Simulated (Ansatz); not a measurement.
`C#CCC#N` + H₂ → `CC#N` + `C#C` at 600 K and 1 bar (hydrogenolysis of a C–C bond).

Computed with Ansatz on PBE0-D4/def2-TZVP structures; ΔE is electronic, products minus reactants. CCSD(T)/CBS is the MP2 limit (def2-TZVPP, def2-QZVPP) plus CCSD(T) − MP2 in def2-TZVPP, frozen cores. This one scheme is used for every species.

```
  species  CCSD(T)/CBS energy (Eh)  H − E (kJ/mol)  S (J/(mol·K))
`C#CCC#N`               -208.62231           191.6          367.0
       H₂                 -1.17544            43.9          150.8
   `CC#N`               -132.59492           150.5          286.2
    `C#C`                -77.22717            96.2          235.4
```

H − E and S are ideal-gas, rigid-rotor, harmonic terms from PBE0-D4/def2-TZVP. The MP2-based limit puts H₂ 0.8 mEh under its directly extrapolated value; such offsets cancel only in part. 1 Eh = 2625.50 kJ/mol, R = 8.31446 J/(mol·K).

Task: By hand: ΔE, ΔH, ΔS and ΔG.

Result: ΔE = (-132.59492) + (-77.22717) − (-208.62231) − (-1.17544) = -0.02434 Eh = -63.9 kJ/mol. Δ(H − E) = 150.5 + 96.2 − 191.6 − 43.9 = 11.2, so ΔH = -52.7 kJ/mol. ΔS = 286.2 + 235.4 − 367.0 − 150.8 = 3.8 J/(mol·K). ΔG = -52.7 − 600 × (3.8)/1000 = -55.0 kJ/mol.

Task: By hand: the equilibrium constant, and the temperature at which ΔG would vanish if ΔH and ΔS stayed fixed.

Result: log₁₀ K = −ΔG/(RT ln 10) = 4.8. ΔH and −TΔS have one sign here, so there is no such temperature. One of them is within its doubt of zero, so this could turn.

The number of gas molecules stays the same, so ΔS is small and ΔH decides. A doubt of 5 kJ/mol in ΔE shifts log₁₀ K by 0.4 here. These are equilibria of isolated gas molecules and say nothing of rates. Largest T1 diagnostic: 0.013 (customary marks: 0.02 for closed shells, 0.045 for open ones).
